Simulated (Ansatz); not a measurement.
Frontier orbitals of P2 (`P#P`).

The species carries charge 0 and has multiplicity 1. Geometry: relaxed with PBE0-D4/def2-TZVP. Basis def2-TZVPP, Ansatz.

A caution on the coupled-cluster cation, which keeps the state that its UHF reference found: large T1 diagnostic of the cation; spin contamination of the cation.

```csv
functional,HOMO (eV),LUMO (eV),gap (eV)
PBE,-7.10,-3.32,3.78
BLYP,-6.86,-3.14,3.72
B97M-V,-7.31,-3.19,4.12
PBE0,-8.10,-2.53,5.57
BHLYP,-8.84,-1.58,7.26
ωB97M-V,-10.03,-0.44,9.59
```

**Question.** What is the vertical ionisation energy at frozen-core CCSD(T)/CBS(def2)? (An estimate is asked.)

**Answer.** The calculation gave: 10.71 eV (T1 of the cation 0.055).

A quarter of exact exchange (PBE0) shifts PBE's HOMO by −1.00 eV and its LUMO by +0.79 eV; full exchange at long range (ωB97M-V) shifts them by −2.93 and +2.88 eV. The gap opens from 3.78 to 9.59 eV, since occupied levels lose self-interaction and empty ones feel all the electrons. −ε(HOMO) differs from that ionisation energy by −3.61 eV with PBE and −0.67 eV with ωB97M-V.
